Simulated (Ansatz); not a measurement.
Basis-set extrapolation for C₅H₁₀O (`CCCCC=O`) (PBE0-D4/def2-TZVP geometry, frozen core, Ansatz). Multiplicity 1, RHF reference.

```json
{"": "HF", "def2-TZVPP": "-270.125180", "def2-QZVPP": "-270.137682"}
{"": "MP2 correlation", "def2-TZVPP": "-1.088075", "def2-QZVPP": "-1.160197"}
{"": "CCSD(T) correlation", "def2-TZVPP": "-1.185491", "def2-QZVPP": "not run"}
```

Energies in hartree. Use E(X) = E(∞) + A·exp(−7.88·√X) for Hartree–Fock and E(X) = E(∞) + B·X^(−2.97) for correlation, with X = 3 and 4, and add CCSD(T) minus MP2 of the smaller set to the MP2 limit.

Q: What is the CCSD(T) energy at the basis-set limit?

A: HF limit: -270.137682 + (-0.012502) × 0.13774 = -270.13940. MP2 limit: -1.160197 + (-0.072122) × 0.74074 = -1.21362. Higher-order term: -1.185491 − (-1.088075) = -0.09742. Total: -271.45044 hartree, 367.0 kJ/mol below CCSD(T)/def2-TZVPP.
